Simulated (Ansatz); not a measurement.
# BSiH₂ (quartet): the correlation ladder, def2-QZVPP

The task here is to estimate one member of a computed series from the others.

Method: def2-QZVPP, core rule «outside noble gas», up to 6 orbitals frozen; program: Ansatz 0.2.0, Gaussian basis.

Plan: UHF; ROHF; CCSD(T) on UHF.

### What is computed

The geometry is a PBE0/def2-TZVP stationary point (not a proven minimum).

4 atoms, charge 0, spin multiplicity 4.

Atoms are counted from 1 here; the program's logs count them from 0.

Bond lengths: Si1–B2 1.915 Å, Si1–H3 1.512 Å, B2–H4 1.193 Å. Angles: B2–Si1–H3 126.7°, Si1–B2–H4 134.2°.

Set-up of the first run:

in.yaml reads:

```yaml
crystal:
  periodic: [false, false, false]
  atoms:
    - {symbol: Si, position_ang: [0.000000, -0.047060, 0.551810]}
    - {symbol: B, position_ang: [0.000000, -0.060513, -1.363344]}
    - {symbol: H, position_ang: [0.000000, 1.171072, 1.447364]}
    - {symbol: H, position_ang: [0.000000, 0.789266, -2.200146]}
basis:
  gaussian: {orbitals: "def2-QZVPP.json"}
magnetization: {spin_polarized: true, initial_magnetization: 3}
hamiltonian: {xc: hf}
output: {orbitals: {seedname: orbitals}}
```

Launch:

```bash
$ ansatz run in.yaml --threads 1 --pin off --events-out ev --progress --plain --max-ram 2560MiB --backend cpu
```

Steps of the session up to this table: UHF; ROHF; CCSD(T) on UHF.

One of the session's tables, all rows but one given; the rest of the session is left out.

```
  method  from UCCSD(T) (meV)
    ROHF              +5706.6
     UHF              +5588.8
    UMP2              +1054.8
   UCCSD                    ?
UCCSD(T)                    0
```

**Question.** Estimate the row for UCCSD.

As computed: from UCCSD(T) (meV): +226.1. In the column «from UCCSD(T) (meV)» it lies between UCCSD(T) (0) and UMP2 (+1054.8).
